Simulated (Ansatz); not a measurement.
# SiNH2+ (quintet): from Hartree-Fock to the top rungs, cc-pVDZ

Aim: climb from Hartree-Fock through coupled cluster and multireference methods for SiNH2+ (quintet) at one geometry and basis, and see what each rung misses.

The runs use Ansatz 0.2.0, Gaussian basis; cc-pVDZ, core rule «outside noble gas», up to 6 orbitals frozen.

The runs, in order: UHF; CCSD(T) on ROHF; CCSD(T) on UHF; BCCD(T) on ROHF; CISD; CCSDT(Q) on ROHF; CCSDT(Q) on UHF; CASSCF and MRCISD+Q, 10 electrons in 10 orbitals; CASSCF and NEVPT2, 10 electrons in 10 orbitals.

24 further runs of the same task are left out: 10 that didn't finish, 14 set aside as unsound or not needed.

**1. The geometry**

The geometry is a PBE0/def2-TZVP stationary point (not a proven minimum) of the parent state, kept for this charge and spin.

4 atoms, charge 1, spin multiplicity 5.

Atoms are counted from 1 here; the program's logs count them from 0.

Bond lengths: Si1–N2 1.849 Å, Si1–H3 1.470 Å, Si1–H4 1.470 Å. Angles: N2–Si1–H3 117.7°, N2–Si1–H4 117.7°, H3–Si1–H4 124.6°.

**2. UHF**

File in.yaml:

```yaml
crystal:
  periodic: [false, false, false]
  atoms:
    - {symbol: Si, position_ang: [0.000000, 0.000000, 0.555774]}
    - {symbol: N, position_ang: [0.000000, 0.000000, -1.292740]}
    - {symbol: H, position_ang: [0.000000, 1.301958, 1.239079]}
    - {symbol: H, position_ang: [0.000000, -1.301958, 1.239079]}
basis:
  gaussian: {orbitals: cc-pVDZ}
total_charge: 1
magnetization: {spin_polarized: true, initial_magnetization: 4}
hamiltonian: {xc: hf}
output: {orbitals: {seedname: orbitals}}
```

Launch:

```console
ansatz run in.yaml --threads 1 --pin off --events-out ev --progress --plain --max-ram 2393MiB
```

Further steps of the session: CCSD(T) on ROHF; CCSD(T) on UHF; BCCD(T) on ROHF; CISD; CCSDT(Q) on ROHF; CCSDT(Q) on UHF; CASSCF and MRCISD+Q, 10 electrons in 10 orbitals; CASSCF and NEVPT2, 10 electrons in 10 orbitals.

Q: Predict the results of all the runs planned. Wanted: UCCSDT(Q) below the RHF energy; RMP2 from UCCSDT(Q); UMP2 from UCCSDT(Q); RCCSD from UCCSDT(Q); RCCSD(T) from UCCSDT(Q); UCCSD(T) from UCCSDT(Q); RCCSDT(Q) from UCCSDT(Q); NEVPT2 valence from UCCSDT(Q); MRCISD+Q valence from UCCSDT(Q).

The runs gave:

| quantity | value |
| --- | --- |
| UCCSDT(Q) below the RHF energy | -5.2776 eV |
| RMP2 from UCCSDT(Q) | +1211.5 meV |
| UMP2 from UCCSDT(Q) | +1214.6 meV |
| RCCSD from UCCSDT(Q) | +146.8 meV |
| RCCSD(T) from UCCSDT(Q) | +36.5 meV |
| UCCSD(T) from UCCSDT(Q) | +34.9 meV |
| RCCSDT(Q) from UCCSDT(Q) | +2.3 meV |
| NEVPT2 valence from UCCSDT(Q) | +940.2 meV |
| MRCISD+Q valence from UCCSDT(Q) | +50.1 meV |
| levels within 1 kcal/mol (43 meV) | RCCSD(T), UCCSD(T), BCCD(T), RCCSDT, UCCSDT, RCCSDT(Q) |
| T1 diagnostic | 0.027 |
| effectively unpaired electrons | 4.02 |

RCCSD(T) lands +36.5 meV from the yardstick (0.7 % of the correlation energy). One determinant dominates. Of the multireference levels listed MRCISD+Q valence comes nearest in total energy (+50.1 meV), which doesn't show that its space is the better one. These misses are within one basis, not against nature; the frozen cores of restricted and unrestricted runs differ, which can shift their rows.
